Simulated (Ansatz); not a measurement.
A nudged elastic band was laid between two geometries of C$_{2}$H$_{5}$ClO$_{2}$ (10 atoms, charge 0, multiplicity 1).

Theory: RKS PBE0-D4/cc-pVDZ in Ansatz 0.2.0.

```
movable images  : 5
climbing image  : yes
spring          : 5.0 eV/Å²
optimiser       : quadratic models (default)
start path      : IDPP
force threshold : 0.03 eV/Å
iteration limit : 60
end points      : relaxed
```

Initial state:

```xyz
10
Properties=species:S:1:pos:R:3
C -0.586 -1.078 0.621
O -0.516 -0.304 -0.564
C 0.150 0.887 -0.367
O 1.496 0.739 -0.175
Cl -0.207 1.881 -1.841
H -1.148 -0.546 1.411
H 0.418 -1.326 1.003
H -1.120 -2.000 0.359
H -0.237 1.458 0.492
H 1.833 0.238 -0.935
```

Final state:

```xyz
10
Properties=species:S:1:pos:R:3
C -0.168 -1.233 0.594
O 0.032 -0.542 -0.627
C -0.171 0.815 -0.494
O 0.804 1.450 0.224
Cl -0.264 1.450 -2.190
H 0.519 -0.876 1.379
H 0.026 -2.292 0.387
H -1.209 -1.118 0.950
H -1.134 1.060 -0.019
H 1.649 1.236 -0.200
```

Question: Which bonds break or form, and what moves?

Answer: No bond is made or broken. The dihedral H6–C1–O2–C3 goes from 62 to -60°. The two ends are copies of one structure, up to a mirror image or an exchange of like atoms.

Question: What energy profile does the band end with?

Answer: The run converged. The highest image is number 3 of 0 to 6, 1.8 kcal/mol above the ends, which have the same energy within 2 meV. A vibrational analysis at the climbing image gives one clearly imaginary mode, 190i cm⁻¹: a first-order saddle point.

```tsv
image	path coordinate (Å)	energy (kcal/mol)	dihedral H6–C1–O2–C3 (°)
0	0.00	0.0	62
1	0.55	0.3	44
2	1.11	1.2	24
3	1.66	1.8	0
4	2.19	1.2	-23
5	2.72	0.3	-43
6	3.25	0.0	-60
```

Question: What is the geometry of the highest image?

Answer: 
```xyz
10
Properties=species:S:1:pos:R:3:forces:R:3
C -0.344 -1.212 0.579 0.00 -0.01 0.02
O -0.174 -0.487 -0.633 0.00 -0.01 -0.01
C -0.063 0.872 -0.447 0.00 0.00 0.00
O 1.106 1.254 0.151 0.00 0.00 0.00
Cl -0.226 1.589 -2.106 0.00 0.00 0.00
H -0.355 -0.547 1.457 0.00 0.00 0.00
H 0.486 -1.925 0.699 0.00 0.01 -0.01
H -1.292 -1.770 0.532 0.00 0.01 -0.01
H -0.883 1.299 0.151 0.00 0.00 0.00
H 1.827 0.876 -0.378 0.00 0.00 0.00
```

Question: What are the harmonic wavenumbers there?

Answer: 190i, 103, 267, 338, 388, 479, 595, 800, 992, 1121, 1139, 1162, 1244, 1258, 1326, 1421, 1453, 1472, 1484, 3047, 3103, 3141, 3146, 3782 cm⁻¹.

The band took 4 iterations and about 2.1 core-minutes.

Run time: 65 s on 2 threads of Arm Neoverse V1, on a shared host, peak memory 0.21 GiB.
